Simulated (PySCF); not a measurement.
Compound: CH5AlS.
Z-matrix (Å and degrees, PBE0-D3(BJ)/def2-SVP geometry), rows numbered from 1:
```
C 
S   1  1.8284
Al  2  2.1749  1  103.27
H   1  1.0989  2  112.16  3     0.29
H   1  1.0982  2  108.77  3   121.02
H   1  1.0983  2  108.74  3  -120.38
H   3  1.5837  2  116.75  1   179.61
H   3  1.5888  2  117.92  1    -0.44
```

Method: EOM-IP-CCSD/aug-cc-pVDZ in PySCF, restricted Hartree–Fock reference, 11 core orbitals frozen, non-relativistic, gas phase, PBE0-D3(BJ)/def2-SVP geometry.

Hartree–Fock orbital energies give these Koopmans values (eV): HOMO 9.81, HOMO-1 10.90, HOMO-2 11.83, HOMO-3 13.29, HOMO-4 14.91, HOMO-5 15.95, HOMO-6 16.47.

**Question.** What vertical ionisation energies does EOM-IP-CCSD give?

**Answer.** 
| leading hole (HF orbital) | Koopmans (eV) | EOM-IP-CCSD (eV) | change (eV) | one-hole share |
| --- | --- | --- | --- | --- |
| HOMO | 9.81 | 9.30 | -0.51 | 0.95 |
| HOMO-1 | 10.90 | 10.27 | -0.63 | 0.95 |
| HOMO-2 | 11.83 | 11.24 | -0.59 | 0.94 |
| HOMO-3 | 13.29 | 12.58 | -0.71 | 0.94 |
| HOMO-4 | 14.91 | 14.02 | -0.89 | 0.92 |
| HOMO-5 | 15.95 | 14.78 | -1.17 | 0.94 |
| HOMO-6 | 16.47 | 15.27 | -1.20 | 0.92 |

**Question.** Does the order of the lines follow the orbital energies?

**Answer.** Yes, no two lines change places. The corrections run from -1.20 to -0.51 eV, with a mean of -0.81 eV over the 7 lines; no line lies above its Koopmans value.

**Question.** At what kinetic energies would He I light (21.22 eV) eject these electrons?

**Answer.** 11.92 eV (HOMO), 10.95 eV (HOMO-1), 9.98 eV (HOMO-2), 8.64 eV (HOMO-3), 7.20 eV (HOMO-4), 6.44 eV (HOMO-5), 5.95 eV (HOMO-6).

One root was sought for each valence orbital with −ε under 21 eV, eight at most, so deeper holes and satellites are missing; no vibrational structure.

One conformer stands for the species.
